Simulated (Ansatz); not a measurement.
# CH4O (triplet): the correlation ladder at distance O1–H3 along a hydrogen transfer = 1.123 Å, cc-pVDZ

One table from this session's results is given with a row withheld; the runs are named, their logs left out.

The runs use Ansatz 0.2.0, Gaussian basis; cc-pVDZ, core rule «outside noble gas», up to 2 orbitals frozen.

The runs, in order: UHF; CCSD(T) on ROHF; CCSD(T) on UHF; BCCD(T) on ROHF; CISD; CCSDT(Q) on ROHF; CCSDT(Q) on UHF; CASSCF and MRCISD+Q, 4 electrons in 4 orbitals; CASSCF and NEVPT2, 4 electrons in 4 orbitals.

5 further runs of the same task are left out: 5 that didn't finish.

**The system**

The geometry derives from fragments relaxed apart (PBE0/def2-TZVP) and kept rigid, so it is no stationary point. A hydrogen atom is moved between rigid fragments.

6 atoms, charge 0, spin multiplicity 3.

Atoms are counted from 1 here; the program's logs count them from 0.

Bond lengths: O1–H2 0.960 Å, O1–H3 1.123 Å, C4–H5 1.079 Å, C4–H6 1.079 Å. Angles: H2–O1–H3 105.1°, H5–C4–H6 134.8°.

Set-up of the first run:

Contents of in.yaml:

```yaml
crystal:
  periodic: [false, false, false]
  atoms:
    - {symbol: O, position_ang: [-1.201799, -0.029147, 0.000000]}
    - {symbol: H, position_ang: [-1.451108, 0.897428, 0.000000]}
    - {symbol: H, position_ang: [-0.078799, -0.029147, 0.000000]}
    - {symbol: C, position_ang: [1.421201, -0.029147, 0.000000]}
    - {symbol: H, position_ang: [1.835669, -0.029147, 0.996161]}
    - {symbol: H, position_ang: [1.835669, -0.029147, -0.996161]}
basis:
  gaussian: {orbitals: cc-pVDZ}
magnetization: {spin_polarized: true, initial_magnetization: 2}
hamiltonian: {xc: hf}
output: {orbitals: {seedname: orbitals}}
```

The run is started by

```
$ ansatz run in.yaml --threads 1 --pin off --events-out ev --progress --plain --max-ram 2393MiB
```

Among the steps run: UHF; CCSD(T) on ROHF; CCSD(T) on UHF; BCCD(T) on ROHF; CISD; CCSDT(Q) on ROHF; CCSDT(Q) on UHF; CASSCF and MRCISD+Q, 4 electrons in 4 orbitals; CASSCF and NEVPT2, 4 electrons in 4 orbitals.

One of the session's tables, all rows but one given; the rest of the session is left out.

```
       method  from UCCSDT(Q) (kJ/mol)
         ROHF                   +935.4
          UHF                   +907.1
         RMP2                    +99.8
         UMP2                   +101.4
         CISD                    +96.1
        RCCSD                    +21.6
        UCCSD                    +20.9
     RCCSD(T)                     +3.9
     UCCSD(T)                     +3.8
      BCCD(T)                     +3.9
       RCCSDT                     +2.0
       UCCSDT                     +1.9
    RCCSDT(Q)                     +0.1
    UCCSDT(Q)                        0
  CASSCF pair                        ?
  NEVPT2 pair                    +97.6
  MRCISD pair                    +82.6
MRCISD+Q pair                    +12.1
```

Estimate the missing values for CASSCF pair.

**Answer.** from UCCSDT(Q) (kJ/mol): +860.6. In the column «from UCCSDT(Q) (kJ/mol)» it lies between UMP2 (+101.4) and UHF (+907.1).

To keep in mind: Restricted and unrestricted rows rest on different reference determinants; where their highest levels disagree by more than a few hundredths of an eV, they describe different states and don't form one ladder.
